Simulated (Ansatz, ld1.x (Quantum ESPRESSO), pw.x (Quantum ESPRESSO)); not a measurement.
# What a changed setting does to a pw.x run (bcc Ba)

Potential: PAW, ld1.x (Quantum ESPRESSO) 7.5, PBE; core [Kr] 4d10, reference 5s2 5p6 5d0 6s2 6p0; waves: 5s (bound): rcut 2.15, rcutus 2.85 bohr; 6s (bound): rcut 2.15, rcutus 2.85 bohr; 5p (bound): rcut 2.85, rcutus 3.20 bohr; 6p (bound, empty): rcut 2.85, rcutus 3.20 bohr; 5d (bound, empty): rcut 3.70, rcutus 4.40 bohr; 5d channel at 0.75 Ry: rcut 3.70, rcutus 4.40 bohr; local part: all-electron potential smoothed inside 3.65 bohr (lloc = -1); core correction: Bessel-smoothed model core inside 2.90 bohr; augmentation: BESSEL, radius 2.40 bohr.

The reference run (k-mesh 9³, cutoffs 40/320 Ry, Fermi–Dirac 0.01 Ry, mixing_beta 0.4, conv_thr 1e-9, no spin) gives -0.09 GPa at 63.608 Å³/atom, where all-electron LAPW gives 0.01 GPa. This run, with its own iteration cap, changes nbnd to 17.

```
&control
  calculation='scf', prefix='x', pseudo_dir='./', outdir='./tmp', tstress=.true., disk_io='none'
/
&system
  ibrav=0, nat=1, ntyp=1, ecutwfc=40, ecutrho=320, nbnd=17,
  occupations='smearing', smearing='fd', degauss=0.01
/
&electrons
  conv_thr=1e-09, mixing_beta=0.4, electron_maxstep=60
/
ATOMIC_SPECIES
Ba 1.0 Ba.UPF
CELL_PARAMETERS angstrom
  -2.51468688 2.51468688 2.51468688
  2.51468688 -2.51468688 2.51468688
  2.51468688 2.51468688 -2.51468688
ATOMIC_POSITIONS crystal
Ba 0.0000 0.0000 0.0000
K_POINTS automatic
9 9 9 0 0 0
```

```bash
pw.x < Ba.scf.in > Ba.scf.out
```

Question: How does the run end?

Answer: It converges in 11 iterations; the free energy moves by +0.0 meV/atom and the pressure by +0.00 GPa. The result is that of the reference run.

```
Message from routine setup:
     using ibrav=0 with symmetry is DISCOURAGED, use correct ibrav instead
     lattice parameter (alat)  =       8.2308  a.u.
     unit-cell volume          =     429.2481 (a.u.)^3
     number of electrons       =        10.00
     number of Kohn-Sham states=           17
     kinetic-energy cutoff     =      40.0000  Ry
     charge density cutoff     =     320.0000  Ry
     scf convergence threshold =      1.0E-09
     Exchange-correlation= SLA  PW   PBX  PBC
     number of k points=    35  Fermi-Dirac smearing, width (Ry)=  0.0100
     iteration #  1     ecut=    40.00 Ry     beta= 0.40
     total energy              =    -436.18470381 Ry
     estimated scf accuracy    <       0.00834821 Ry
     iteration #  2     ecut=    40.00 Ry     beta= 0.40
     total energy              =    -436.18535680 Ry
     estimated scf accuracy    <       0.00228657 Ry
     iteration #  3     ecut=    40.00 Ry     beta= 0.40
     total energy              =    -436.18564907 Ry
     estimated scf accuracy    <       0.00007785 Ry
     [... 5 iterations left out ...]
     iteration #  9     ecut=    40.00 Ry     beta= 0.40
     total energy              =    -436.18569093 Ry
     estimated scf accuracy    <          4.1E-09 Ry
     iteration # 10     ecut=    40.00 Ry     beta= 0.40
     total energy              =    -436.18569093 Ry
     estimated scf accuracy    <          1.8E-09 Ry
     iteration # 11     ecut=    40.00 Ry     beta= 0.40
     the Fermi energy is     5.4495 ev
!    total energy              =    -436.18569093 Ry
     estimated scf accuracy    <          6.6E-10 Ry
     smearing contrib. (-TS)   =      -0.00654028 Ry
     The total energy is F=E-TS. E is the sum of the following terms:
     one-electron contribution =     -11.24902078 Ry
     hartree contribution      =      10.56862708 Ry
     xc contribution           =      -7.55408369 Ry
     ewald contribution        =     -38.29103778 Ry
     one-center paw contrib.   =    -389.65363547 Ry
     convergence has been achieved in  11 iterations
          total   stress  (Ry/bohr**3)                   (kbar)     P=       -0.91
     Message from routine punch:
     Nothing written, as per user request (disk_io='none')
```

The run took about 24 s on one core of a shared host (Neoverse-V2, 32 threads, 247 GiB, load 16).
